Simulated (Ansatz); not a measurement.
Total energies of MgMe2 (C2H6Mg) from Ansatz at r2SCAN-D4/def2-TZVP, gas phase (1 Eh = 27.2114 eV = 2625.5 kJ/mol). The reference geometry is relaxed at B3LYP-D4/def2-TZVP.

```json
{"state": "charge 0 singlet", "geometry": "reference", "energy (Eh)": "-279.83064"}
{"state": "charge 1 doublet", "geometry": "reference", "energy (Eh)": "-279.52587"}
{"state": "free Mg atom (singlet)", "geometry": "–", "energy (Eh)": "-200.03322"}
{"state": "free C atom (triplet)", "geometry": "–", "energy (Eh)": "-37.83292"}
{"state": "free H atom (doublet)", "geometry": "–", "energy (Eh)": "-0.49993"}
```

Work out the vertical ionisation energy to the doublet.

E(charge 1 doublet) − E(charge 0 singlet) = -279.52587 − (-279.83064) = 0.30477 Eh = 8.29 eV. For comparison, −ε of the highest occupied level is 5.49 eV at this level, 2.80 eV less.

What is the binding energy per atom against free atoms?

Atoms: 1 × (-200.03322) + 2 × (-37.83292) + 6 × (-0.49993) = -278.69864 Eh. Binding: -278.69864 − (-279.83064) = 1.13200 Eh = 30.80 eV, or 3.42 eV for each of 9 atoms (no zero-point energy, no counterpoise term).
